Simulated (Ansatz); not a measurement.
Coupled-cluster run, `C/C=C\F`.

```yaml
crystal:
  periodic: [false, false, false]
  atoms:
    - {symbol: C, position_ang: [-0.394943, 0.599518, -0.891892]}
    - {symbol: C, position_ang: [-0.389647, -0.312600, 0.284524]}
    - {symbol: C, position_ang: [0.660362, -0.601215, 1.030691]}
    - {symbol: F, position_ang: [1.875381, -0.083142, 0.795487]}
    - {symbol: H, position_ang: [-0.721465, 0.071578, -1.792566]}
    - {symbol: H, position_ang: [-1.092068, 1.428528, -0.738980]}
    - {symbol: H, position_ang: [0.594892, 1.015067, -1.078768]}
    - {symbol: H, position_ang: [-1.317737, -0.794350, 0.574260]}
    - {symbol: H, position_ang: [0.659026, -1.265783, 1.886143]}
basis:
  gaussian: {orbitals: def2-TZVPP}
correlation: {method: ccsd_t}
```

```sh
$ ansatz run in.yaml --threads 2 --pin off --events-out ev --progress --plain
```

Output of Ansatz, abridged:

```
Functional definition: HF
1165 factors; integrals over basis functions are off by at most 9.3e-4 eV
mean field evaluation 1: about -5875.4684 eV, gradient 3.2e1 eV
mean field evaluation 2: about -5875.4741 eV, gradient 3.2e1 eV
mean field evaluation 4: about -5878.0289 eV, gradient 3.7e0 eV
mean field evaluation 8: about -5878.0740 eV, gradient 3.1e-4 eV
mean field -5878.07401372 eV, -216.0152357024 hartree, gradient 2.0e-6 eV, S^2 0.000000; 0 other end points of the search recorded, 0 dependent functions left out
4 core orbitals not correlated: weight in the atoms' cores, before any rotation towards them, 1.000 or more for the frozen orbitals, at most 0.000 for the correlated occupied ones
reference -5878.07401372 eV, -216.0152357024 hartree; 12, 12 occupied and 178, 178 virtual orbitals, 1165 factors
second order -20.29667046 eV of doubles, -0.00000000 eV of singles
cycle   1  -20.53941722 eV  change   -2.4e-1 eV  update   9.2e-2
cycle   2  -20.99600378 eV  change   -4.6e-1 eV  update   2.9e-2
cycle   3  -21.11184391 eV  change   -1.2e-1 eV  update   1.5e-2
cycle   4  -21.10592990 eV  change    5.9e-3 eV  update   3.7e-3
cycle   5  -21.10477077 eV  change    1.2e-3 eV  update   1.5e-3
cycle   6  -21.10562053 eV  change   -8.5e-4 eV  update   3.7e-4
cycle   7  -21.10548247 eV  change    1.4e-4 eV  update   1.4e-4
cycle   8  -21.10543175 eV  change    5.1e-5 eV  update   4.8e-5
cycle   9  -21.10543741 eV  change   -5.7e-6 eV  update   2.1e-5
perturbative correction -0.80732013 eV, -0.0296684677 hartree
Total energy: -5899.98677126 eV, -216.8205146890 hartree
```

Run time 70 s (2 threads of a server CPU on a shared host); peak host memory 2.4 GiB.

MP2 recovers 92.6 % of the CCSD(T) correlation energy and the triples give 3.7 %; T1 = 0.0114.
